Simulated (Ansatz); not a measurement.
# Cl2H2Si: a dynamics run in two tries

Wanted: a short trajectory, and a check that the input is sound. SMILES of the start: Cl[SiH2]Cl.

Method: RKS PBE0-D4/def2-SVP, in Ansatz 0.2.0.

### 1 The structure to begin with

Bond lengths: Si1–H2 1.483 Å, Si1–Cl3 2.055 Å, Si1–H4 1.483 Å, Si1–Cl5 2.055 Å. Angles: H2–Si1–Cl3 108.5°, H2–Si1–H4 112.7°, H2–Si1–Cl5 108.4°, Cl3–Si1–H4 108.5°, Cl3–Si1–Cl5 110.3°, H4–Si1–Cl5 108.5°.

As a file:

```xyz
5

Si    0.0061   -0.0098   -0.0077
H     0.0267   -0.0459    1.4745
Cl    1.9461    0.0037   -0.6850
H    -0.6856    1.1883   -0.5412
Cl   -0.9755   -1.6830   -0.6853
```

### 2 First try

input.yaml reads:

```yaml
crystal:
  periodic: [false, false, false]
  atoms:
    - { symbol: Si, position_ang: [0.006082, -0.009799, -0.007738] }
    - { symbol: H, position_ang: [0.02666, -0.045894, 1.47445] }
    - { symbol: Cl, position_ang: [1.946081, 0.00369, -0.684973] }
    - { symbol: H, position_ang: [-0.685646, 1.188312, -0.541224] }
    - { symbol: Cl, position_ang: [-0.975477, -1.68301, -0.685315] }
basis:
  gaussian: { orbitals: def2-SVP }
hamiltonian:
  xc: pbe0
  dispersion: d4
md:
  timestep: 0.25
  n_steps: 25
  ensemble: nve
  temperature: 400.0
  initial_velocities: maxwell_boltzmann
  seed: 779065
  friction: 0.05
  temperature_schedule: [{ n_steps: 10, end_temperature: 100.0 }]
```

On the command line:

```bash
> ansatz run input.yaml --threads 1 --pin off --max-ram 2048MiB --backend cpu --events-out ev --progress --plain --runs-dir out
```

Before running it: what results should come out? Wanted: first try.

The runs gave:

```
 quantity                                                                             value
first try                                                                           refused
    cause  a temperature schedule needs a thermostat, and a run at constant energy has none
```

In words: The fault in the first input was caught at the input check and cost nothing.
